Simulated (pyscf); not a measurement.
Single points on ωB97X-D3(BJ)/def2-SVP structures (PySCF, gas phase).

### Question
Estimate by transition-state theory the rate constant of HO–Sn(OH)(OH)–OH + H• → •O–Sn(OH)(OH)–OH + H₂ (doublet surface; H–O broken, H–H formed) at 900 K, with ωB97M-D3(BJ)/def2-TZVP energies (ideal gas, 1 atm, RRHO with modes under 100 cm⁻¹ raised to 100, one conformer, R ln 2 for chiral ones without a mode under 150 cm⁻¹; no tunnelling).

### Answer
The electronic barrier is 18.5 kcal/mol and the thermal terms add +16.6, so ΔG‡ = 35.0 kcal/mol. With k_BT/h = 1.88e+13 s⁻¹ and RT = 1.788 kcal/mol, and a volume of 1.23e-19 cm³ per molecule at 1 atm, k = 7.2e-15 cm³ molecule⁻¹ s⁻¹. Wigner's tunnelling factor for 837i cm⁻¹ would be 1.07. A shift of 1 kcal/mol in the barrier changes k by a factor 1.7. One saddle was located; it need not be the lowest between these sides. The angle at the transferred H is 153°. Elements past Kr carry the def2 core potentials, without spin-orbit coupling.
